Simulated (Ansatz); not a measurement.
**C₂H₆N₂O: one species, many methods**

One table from this session's results is given with a row withheld; the runs are named, their logs left out.

Method: functionals in def2-TZVPP, the program's frozen cores in correlated methods; program: Ansatz 0.2.0, Gaussian basis.

Plan: PBE-D4, r2SCAN-D4, PBE0-D4, B3LYP-D4, ωB97X-V, ωB97M-V, B2PLYP; CCSD(T)/def2-TZVPP; MP2/def2-QZVPP; extrapolation to the limit.

**The geometry**

All runs share one geometry, relaxed beforehand with PBE0-D4 in a triple-zeta def2 set.

SMILES `NC1NCO1`, 11 atoms, charge 0, spin multiplicity 1.

Atoms are counted from 1 here; the program's logs count them from 0.

Bond lengths: N1–C2 1.403 Å, N1–H6 1.008 Å, N1–H7 1.010 Å, C2–N3 1.482 Å, C2–O5 1.431 Å, C2–H8 1.097 Å, N3–C4 1.460 Å, N3–H9 1.013 Å, C4–O5 1.427 Å, C4–H10 1.096 Å, C4–H11 1.096 Å. Angles: C2–N1–H6 114.3°, C2–N1–H7 114.4°, H6–N1–H7 112.2°, N1–C2–N3 121.0°, N1–C2–O5 112.8°, N1–C2–H8 107.9°, N3–C2–O5 91.6°, N3–C2–H8 111.2°, O5–C2–H8 111.5°, C2–N3–C4 86.1°, C2–N3–H9 110.5°, C4–N3–H9 112.2°, N3–C4–O5 92.7°, N3–C4–H10 112.9°, N3–C4–H11 116.4°, O5–C4–H10 111.5°, O5–C4–H11 113.0°, H10–C4–H11 109.6° and more.

Set-up of the first run:

The input, in.yaml:

```yaml
crystal:
  periodic: [false, false, false]
  atoms:
    - {symbol: N, position_ang: [-0.170085, 1.526266, 0.735208]}
    - {symbol: C, position_ang: [0.325706, 0.223501, 0.576917]}
    - {symbol: N, position_ang: [-0.560160, -0.883157, 0.144167]}
    - {symbol: C, position_ang: [0.362575, -1.051824, -0.974244]}
    - {symbol: O, position_ang: [1.143590, 0.078686, -0.588347]}
    - {symbol: H, position_ang: [-0.507286, 1.731612, 1.662430]}
    - {symbol: H, position_ang: [-0.820987, 1.815577, 0.018893]}
    - {symbol: H, position_ang: [0.875221, -0.041862, 1.488977]}
    - {symbol: H, position_ang: [-1.459122, -0.522887, -0.152415]}
    - {symbol: H, position_ang: [0.941992, -1.979928, -0.912481]}
    - {symbol: H, position_ang: [-0.066045, -0.952884, -1.978405]}
basis:
  gaussian: {orbitals: def2-TZVPP}
hamiltonian: {xc: pbe, dispersion: d4}
output: {forces: true, orbitals: {seedname: orbitals}}
```

Command:

```console
> ansatz run in.yaml --threads 4 --pin off --events-out ev --progress --plain --max-ram 10444MiB
```

Among the steps run: PBE-D4 (GGA); r2SCAN-D4 (meta-GGA); PBE0-D4 (hybrid); B3LYP-D4 (hybrid); ωB97X-V (range-separated); ωB97M-V (range-separated); B2PLYP (double hybrid); CCSD(T) in def2-TZVPP; MP2 in def2-QZVPP.

One table of the session follows, with a row left open; its other results are not shown here.

It belongs to the step «Atomisation energies». 

| method | atomisation energy (kJ/mol) |
| --- | --- |
| PBE-D4 | 4323.8 |
| r2SCAN-D4 | 4155.8 |
| PBE0-D4 | 4198.0 |
| B3LYP-D4 | 4175.2 |
| ωB97X-V | 4193.4 |
| ωB97M-V | 4192.2 |
| B2PLYP | 4121.2 |
| HF/def2-TZVPP | 2742.0 |
| MP2/def2-TZVPP | 4113.7 |
| CCSD/def2-TZVPP | 3948.8 |
| CCSD(T)/def2-TZVPP | 4028.1 |
| MP2/CBS | ? |
| CCSD(T)/CBS | 4160.1 |

**Question.** Estimate the row for MP2/CBS.

The run gave: atomisation energy (kJ/mol): 4245.8. In the column «atomisation energy (kJ/mol)» it lies between PBE0-D4 (4198.0) and PBE-D4 (4323.8).
